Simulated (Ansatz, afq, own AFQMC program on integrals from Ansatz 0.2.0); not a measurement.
Two steps: Ansatz 0.2.0 writes the Fock matrix and Cholesky factors of the valence space, and afq projects on them the lowest state that overlaps trial and start.

```yaml
crystal:
  periodic: [false, false, false]
  atoms:
    - {symbol: C, position_ang: [0.000000, 0.000000, 0.000000]}
    - {symbol: H, position_ang: [1.079931, 0.014026, -0.000321]}
    - {symbol: H, position_ang: [-0.552113, 0.928231, -0.002734]}
    - {symbol: H, position_ang: [-0.527818, -0.942256, 0.003055]}
basis:
  gaussian: {orbitals: aug-cc-pVTZ}
magnetization: {spin_polarized: true, initial_magnetization: 1}
correlation: {method: ccsd_t, electrons: outside_noble_gas, hamiltonian_folder: ham}
```

```sh
$ ansatz run in.yaml --threads 1 --pin off --events-out ev --progress --plain --max-ram 24576MiB --backend cuda --devices 0, --max-vram 18GiB
```

Options of the walk:

```
--method phaseless --trial cisd --walkers 400 --populations 10 --least-time 60 --time-step 0.005 --steps-per-block 50 --equilibration-blocks 28 --max-blocks 4000 --target-error 0.00016 --factor-cut 1e-05 --start spin_pure --seed 1622 --release-times 0.24,0.51,0.99,1.62,2.4 --release-step 0.03 --release-every 3 --taylor-order 6
```

Times are imaginary, in 1/Eh. The walk had a cap of 242 s. With eight or more populations the least sampling time is a fifth of least-time, and the error comes from their spread.

```
orbitals 114  electrons 4 3  factors 636 of 636
reference energy -39.57792081 Eh
CCSD correlation -0.18075139 Eh in 9 cycles, weight of the determinant in the CISD state 0.9356
energy of the start -39.758433 Eh
 block  time / (1/Eh)  mean weight  energy / Eh
     1     0.250  1.0004  -39.758578
     2     0.500  1.0001  -39.760533
     3     0.750  1.0003  -39.760814
     4     1.000  1.0007  -39.761893
     5     1.250  0.9990  -39.763800
    10     2.500  0.9995  -39.765232
    15     3.750  0.9994  -39.762843
    20     5.000  1.0004  -39.763806
    25     6.250  1.0003  -39.764754
    29     7.250  0.9992  -39.762664
    30     7.500  1.0002  -39.763733
    35     8.750  1.0000  -39.763306
    40    10.000  1.0007  -39.762808
    45    11.250  1.0000  -39.763612
    50    12.500  1.0003  -39.764801
    55    13.750  0.9997  -39.763326
    60    15.000  0.9993  -39.764259
    65    16.250  1.0002  -39.763817
    70    17.500  1.0007  -39.764889
    75    18.750  1.0004  -39.762922
    78    19.500  1.0011  -39.765475
error from the spread of 10 populations
released: time / (1/Eh)  energy / Eh  error  mean overlap
  0.24  -39.764048  0.000097  1.0006
  0.51  -39.764066  0.000095  1.0036
  0.99  -39.764383  0.000180  0.9970
  1.62  -39.764454  0.000188  0.9875
  2.40  -39.764461  0.000210  0.9928
energy -39.764108 +/- 0.000143 Eh
(rows thinned)
```

(1) Estimate how long the walk took on 1 × NVIDIA H100 80GB HBM3 with 2 threads of AMD EPYC 7R13 Processor (Zen 3), with other jobs on the host (the card was shared).

The run passed its tests (sampling time, drift between the halves within three errors, error under three times the target), which doesn't prove that it has relaxed. The second half of the sampling lies below the first by 2.2 errors of their difference, so the energy may still be moving and its error bar be too small.

Against this walk (error 3.9 meV) on the same determinant: CCSD(T) 12.2 meV higher, CCSDT(Q) 4.4 meV lower (within the noise). The error is statistical and leaves out the bias of the constraint. Released to 2.40 1/Eh the energy moves by -10 ± 7 meV (both errors), within twice the noise.

Cautions: constraint bias not in the error.

Results:

(1) 27 s of wall time.

CCSDT and higher add their correlation energy to the determinant of the CCSD(T) run, since their own runs factorise the integrals more tightly (a shift of under 2 meV). A walk keeps the symmetry of its determinant, which the program's search chose and which needn't be the lowest solution, so a lower state of the same spin and another symmetry isn't excluded.
